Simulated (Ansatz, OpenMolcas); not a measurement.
**A ladder of methods for BCl2 (SMILES Cl[B]Cl)**

BCl2: 3 atoms, total charge 0, spin state doublet. SMILES: `Cl[B]Cl`. The coordinates come from a PBE0-D4/def2-TZVP relaxation.

```jsonl
{"atom": "Cl", "x (Å)": "0.3715", "y (Å)": "-1.5256", "z (Å)": "0.0300"}
{"atom": "B", "x (Å)": "-0.4639", "y (Å)": "-0.0503", "z (Å)": "-0.2569"}
{"atom": "Cl", "x (Å)": "0.0815", "y (Å)": "1.5111", "z (Å)": "0.2137"}
```

Each level gives the energy change with the Cl1–B2 bond stretched from 1.720 to 2.579 Å (eV). The values are calculated.

```csv
level,kind,program,value (eV),less FCI/STO-3G
ROHF/STO-3G,Hartree–Fock,OpenMolcas,3.50,+0.78
UHF/STO-3G,Hartree–Fock,Ansatz,2.99,+0.27
U-revPBE/STO-3G,GGA,Ansatz,2.54,-0.18
UPBE0/STO-3G,global hybrid,OpenMolcas,2.96,+0.24
RPA@PBE/STO-3G,RPA,Ansatz,2.40,-0.32
UMP2/STO-3G,perturbation theory,Ansatz,3.16,+0.44
UCCSDT(Q)/STO-3G,coupled cluster or CI,Ansatz,2.72,0.00
UCCSDT/STO-3G,coupled cluster or CI,Ansatz,2.72,0.00
FCI/STO-3G,exact in the basis,Ansatz,2.72,0.00
```

FCI/STO-3G is exact within its basis and frozen core, so for wave-function methods in that basis the difference is their error; functionals converge differently with the basis, so for them it is only a difference. The first shape isn't each level's own minimum. The values span 2.40 to 3.50 eV. Spin contamination of the reference (⟨S²⟩ at least 0.1 too high) touches UHF/STO-3G, UMP2/STO-3G, UCCSDT(Q)/STO-3G, UCCSDT/STO-3G. All rows use very small basis sets, so even the best lies far from the true value.
